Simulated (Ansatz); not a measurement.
The input, for Ansatz 0.2.0:

```yaml
crystal:
  periodic: [false, false, false]
  atoms:
    - {symbol: Al, position_ang: [0.000000, 0.000000, -1.691647]}
    - {symbol: O, position_ang: [0.000000, 0.000000, -0.017177]}
    - {symbol: H, position_ang: [0.000000, 0.000000, 1.708823]}
basis:
  gaussian: {orbitals: aug-cc-pVDZ}
magnetization: {spin_polarized: true, initial_magnetization: 0}
correlation: {method: mp2, electrons: outside_noble_gas}
scf: {lower_state_search: full}
output: {forces: true}
```

```sh
$ ansatz run in.yaml --threads 1 --pin off --events-out ev --progress --plain --max-ram 2393MiB
```

The program prints:

```
575 factors; integrals over basis functions are off by at most 1.1e-3 eV
mean field evaluation 1: about -8626.7296 eV, gradient 3.5e1 eV
mean field evaluation 2: about -8626.7304 eV, gradient 3.5e1 eV
mean field evaluation 4: about -8632.2229 eV, gradient 1.8e0 eV
mean field evaluation 8: about -8632.2884 eV, gradient 1.6e-3 eV
mean field evaluation 16: about -8632.2884 eV, gradient 1.0e-4 eV
mean field evaluation 32: about -8633.1319 eV, gradient 1.2e0 eV
mean field evaluation 64: about -8628.6345 eV, gradient 1.1e-3 eV
mean field evaluation 96: about -8633.1821 eV, gradient 1.1e-1 eV
mean field evaluation 128: about -8631.8459 eV, gradient 5.2e0 eV
mean field evaluation 160: about -8628.5685 eV, gradient 1.7e0 eV
mean field evaluation 192: about -8632.2884 eV, gradient 1.0e-4 eV
mean field evaluation 224: about -8632.7752 eV, gradient 2.5e0 eV
mean field -8633.18229420 eV, -317.2635975309 hartree, gradient 3.0e-6 eV, S^2 0.740371; 20 other end points of the search recorded, 0 dependent functions left out
6 core orbitals not correlated: weight in the atoms' cores, before any rotation towards them, 1.000 or more for the frozen orbitals, at most 0.000 for the correlated occupied ones
reference -8633.18229420 eV, -317.2635975309 hartree; 5, 5 occupied and 48, 48 virtual orbitals, 575 factors
second order -6.33042694 eV of doubles, -0.00000000 eV of singles
the calculation of the forces begins
Total energy: -8639.51272115 eV, -317.4962364300 hartree
Atom 0 at     0.000000     0.000000    -1.691647 Å, force     0.000000     0.000000    -0.941853 eV/Å
Atom 1 at     0.000000     0.000000    -0.017177 Å, force    -0.000000    -0.000000     4.288172 eV/Å
Atom 2 at     0.000000     0.000000     1.708823 Å, force    -0.000000     0.000000    -3.346319 eV/Å
Dipole moment:    -0.000000    -0.000000    -0.286079 e Å
```

Forces (eV/Å):
```
Al   0.000  0.000 -0.942
O    0.000  0.000  4.288
H    0.000  0.000 -3.346
```

Ran on 1 thread of Arm Neoverse V2, shared host: 3.2 s wall, 0.14 GiB peak host memory.
